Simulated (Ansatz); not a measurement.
**Property card for SiO2**

Method: DFT r2SCAN, scalar-relativistic, plane waves, PAW (Ansatz 0.2.0).

Settings: cutoff 500 eV, Γ-centred mesh 6×6×6 on the computed 24-atom cell, Gaussian smearing of 0.02 eV; no spin polarisation.

The structure is relaxed at this level of theory with its symmetry kept. This form isn't the usual stable structure of the compound.

```
Si O
1.0
    -6.51887    6.51887    2.62430
     6.51887   -6.51887    2.62430
     6.51887    6.51887   -2.62430
Si O
8 16
Direct
  0.21020 0.38128 0.59148
  0.38128 0.78980 0.17108
  0.61872 0.21020 0.82892
  0.78980 0.38128 0.17108
  0.21020 0.61872 0.82892
  0.78980 0.61872 0.40852
  0.38128 0.21020 0.59148
  0.61872 0.78980 0.40852
  0.89284 0.10716 0.50000
  0.10716 0.60716 0.21432
  0.39284 0.89284 0.78568
  0.60716 0.39284 0.50000
  0.10716 0.89284 0.50000
  0.89284 0.39284 0.78568
  0.60716 0.10716 0.21432
  0.39284 0.60716 0.50000
  0.24303 0.50000 0.74303
  0.50000 0.75697 0.25697
  0.50000 0.24303 0.74303
  0.75697 0.50000 0.25697
  0.31328 0.31328 0.62655
  0.31328 0.68672 0.00000
  0.68672 0.31328 0.00000
  0.68672 0.68672 0.37345
```

Question: Formation energy from the elements' standard states (uncorrected)?

Answer: -3.003 eV/atom.

Question: Generalised Kohn–Sham band gap?

Answer: 6.26 eV, direct at Γ.

Question: Löwdin character of the top 1 eV of the valence band?

Answer: O 2p 98 %.

Question: Electron masses at the edge by Cartesian direction of the standard setting (m_e; degenerate bands sorted by energy; no spin-orbit coupling)?

Answer: x: 0.64; y: 0.64; z: 0.59.

Question: Hole masses at the edge by Cartesian direction of the standard setting (m_e; degenerate bands sorted by energy; no spin-orbit coupling)?

Answer: x: over 30; y: over 30; z: 1.1.

Cost: 11 runs of about 59 core-minutes in all, on AMD EPYC 9R45 (Zen 5) (shared hosts).